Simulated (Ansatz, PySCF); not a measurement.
H2O2, SMILES OO. Atoms are numbered in the order given.

```xyz
4

O      0.1609    -0.7127     0.0000
O     -0.1609     0.7127     0.0000
H     -0.7375    -1.0692     0.0000
H      0.7375     1.0692     0.0000
```
Charge 0, spin multiplicity 1.

Geometry optimised at B3LYP-D3(BJ)/def2-TZVP.

Two levels are set side by side: PBE-D3(BJ)/def2-TZVP (Ansatz, a first-principles code) and B3LYP-D3(BJ)/def2-TZVP (PySCF). Each level has its own optimised geometry; the coordinates shown are those of the second. Differences are taken from unrounded values.

| quantity | B3LYP-D3(BJ) |
|---|---|
| mean bond length (Å) | 1.131 |
| bond O1–O2 (Å) | 1.461 |
| bond O1–H3 (Å) | 0.967 |
| bond O2–H4 (Å) | 0.967 |

**Question.** What does PBE-D3(BJ) give, and how far is it from B3LYP-D3(BJ)? (The exact figures need the calculation; the answer reports its results.)

**Answer.** 
| quantity | PBE-D3(BJ) | PBE-D3(BJ) minus B3LYP-D3(BJ) |
|---|---|---|
| mean bond length (Å) | 1.143 | 0.012 |
| bond O1–O2 (Å) | 1.477 | 0.016 |
| bond O1–H3 (Å) | 0.976 | 0.009 |
| bond O2–H4 (Å) | 0.976 | 0.009 |

Exact exchange shortens and stiffens bonds; PBE has none. Differences between two approximate levels are no errors against the true value.
